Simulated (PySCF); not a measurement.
**The first ionisation energy along the second row**

All values are computed (PySCF 2.14, energy differences of UHF-based or UKS calculations, no spin-orbit coupling). Values in eV. The last column holds reference values (NIST; (s) semi-empirical, (t) theoretical, else measured). Unmarked ones compare directly (S terms, centres of terms, or small fine structure); those marked * lie between the lowest fine-structure levels and include a spin-orbit shift.

```csv
element,configurations,LDA,PBE0,MP2 (valence),SCS-MP2 (valence),CCSD (valence),CCSD(T) (valence),reference
"Li (x2c-TZVPPall with one added diffuse shell each of s, p type, spin-free X2C)",[He] 2s1 → 1s2,5.472,5.569,n/a,n/a,n/a,n/a,5.392
"B (x2c-TZVPPall with one added diffuse shell each of s, p, d type, spin-free X2C)",[He] 2s2 2p1 → [He] 2s2,8.637,8.644,8.260,8.229,8.172,8.208,8.297
"C (x2c-TZVPPall with one added diffuse shell each of s, p, d type, spin-free X2C)",[He] 2s2 2p2 → [He] 2s2 2p1,11.681,11.510,11.242,11.114,11.147,11.173,11.262
"N (x2c-TZVPPall with one added diffuse shell each of s, p, d type, spin-free X2C)",[He] 2s2 2p3 → [He] 2s2 2p2,14.994,14.695,14.566,14.312,14.429,14.451,14.545
"O (x2c-TZVPPall with one added diffuse shell each of s, p, d type, spin-free X2C)",[He] 2s2 2p4 → [He] 2s2 2p3,13.973,13.829,13.277,13.371,13.315,13.356,13.608
"F (x2c-TZVPPall with one added diffuse shell each of s, p, d type, spin-free X2C)",[He] 2s2 2p5 → [He] 2s2 2p4,17.932,17.429,17.234,17.216,17.131,17.182,17.427
"Ne (x2c-TZVPPall with one added diffuse shell each of s, p, d type, spin-free X2C)",[Ne] → [He] 2s2 2p5,22.166,21.435,21.571,21.420,21.304,21.363,21.597
```

Problem. Fill in the row of Be (x2c-TZVPPall with one added diffuse shell of s type, spin-free X2C) ([He] 2s2 → [He] 2s1).

Solution. LDA 9.022; PBE0 8.971; MP2 (valence) 8.753; SCS-MP2 (valence) 8.895; CCSD (valence) 9.270; CCSD(T) (valence) 9.270; reference 9.323 (eV).

"Valence" correlates the outer s and p shells and, in groups 3 to 12 and the f block, the outer d or f shell, open or full, or the next shell where the ion has no valence electron left; the wider scheme adds the next inner shell.
